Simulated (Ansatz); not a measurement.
# NH₂O (quartet): wave-function methods side by side at distance O1–H3 along a hydrogen transfer = 0.994 Å, cc-pVTZ

How much of the correlation energy of NH₂O (quartet) does each wave-function method recover here?

Computed with Ansatz 0.2.0, Gaussian basis. Level: cc-pVTZ, core rule «outside noble gas», up to 2 orbitals frozen.

Plan: UHF; CCSD(T) on ROHF; CCSD(T) on UHF; BCCD(T) on ROHF; CCSDT(Q) on ROHF; CCSDT(Q) on UHF; CASSCF and NEVPT2, 5 electrons in 5 orbitals; CASSCF and NEVPT2, 13 electrons in 10 orbitals.

3 further runs of the same task are left out: 3 that didn't finish.

### Step 1. What is computed

The geometry derives from fragments relaxed apart (PBE0/def2-TZVP) and kept rigid, so it is no stationary point. A hydrogen atom is moved between rigid fragments.

4 atoms, charge 0, spin multiplicity 4.

Atoms are counted from 1 here; the program's logs count them from 0.

Bond lengths: O1–H2 0.960 Å, O1–H3 0.994 Å, H3–N4 1.247 Å. Angles: H2–O1–H3 105.1°, O1–H3–N4 180.0°.

Geometry (Å):

```
O    -1.0037   -0.0292    0.0000
H    -1.2530    0.8974    0.0000
H    -0.0097   -0.0292    0.0000
N     1.2373   -0.0292    0.0000
```

### Step 2. UHF

Contents of in.yaml:

```yaml
crystal:
  periodic: [false, false, false]
  atoms:
    - {symbol: O, position_ang: [-1.003674, -0.029165, 0.000000]}
    - {symbol: H, position_ang: [-1.252983, 0.897410, 0.000000]}
    - {symbol: H, position_ang: [-0.009674, -0.029165, 0.000000]}
    - {symbol: N, position_ang: [1.237326, -0.029165, 0.000000]}
basis:
  gaussian: {orbitals: cc-pVTZ}
magnetization: {spin_polarized: true, initial_magnetization: 3}
hamiltonian: {xc: hf}
output: {orbitals: {seedname: orbitals}}
```

The run is started by

```
ansatz run in.yaml --threads 1 --pin off --events-out ev --progress --plain --max-ram 8192MiB --backend cpu
```

After this run come: CCSD(T) on ROHF; CCSD(T) on UHF; BCCD(T) on ROHF; CCSDT(Q) on ROHF; CCSDT(Q) on UHF; CASSCF and NEVPT2, 5 electrons in 5 orbitals; CASSCF and NEVPT2, 13 electrons in 10 orbitals.

Before running them: what should the planned runs give, taken together? Wanted: UCCSDT(Q) below the RHF energy; RMP2 from UCCSDT(Q); UMP2 from UCCSDT(Q); RCCSD from UCCSDT(Q); RCCSD(T) from UCCSDT(Q); UCCSD(T) from UCCSDT(Q); RCCSDT(Q) from UCCSDT(Q); NEVPT2 pair from UCCSDT(Q); NEVPT2 valence from UCCSDT(Q).

**Answer**, as computed:

| quantity | value |
| --- | --- |
| UCCSDT(Q) below the RHF energy | -11.2572 eV |
| RMP2 from UCCSDT(Q) | +948.6 meV |
| UMP2 from UCCSDT(Q) | +929.2 meV |
| RCCSD from UCCSDT(Q) | +373.1 meV |
| RCCSD(T) from UCCSDT(Q) | +34.5 meV |
| UCCSD(T) from UCCSDT(Q) | +31.7 meV |
| RCCSDT(Q) from UCCSDT(Q) | +5.1 meV |
| NEVPT2 pair from UCCSDT(Q) | +1025.1 meV |
| NEVPT2 valence from UCCSDT(Q) | +1469.8 meV |
| levels within 1 kcal/mol (43 meV) | RCCSD(T), UCCSD(T), BCCD(T), RCCSDT, UCCSDT, RCCSDT(Q) |
| T1 diagnostic | 0.024 |
| effectively unpaired electrons | 3.01 |

In words: RCCSD(T) lands +34.5 meV from the yardstick (0.3 % of the correlation energy). One determinant dominates. Of the multireference levels listed NEVPT2 pair comes nearest in total energy (+1025.1 meV), which doesn't show that its space is the better one. These misses are within one basis, not against nature; the frozen cores of restricted and unrestricted runs differ, which can shift their rows.
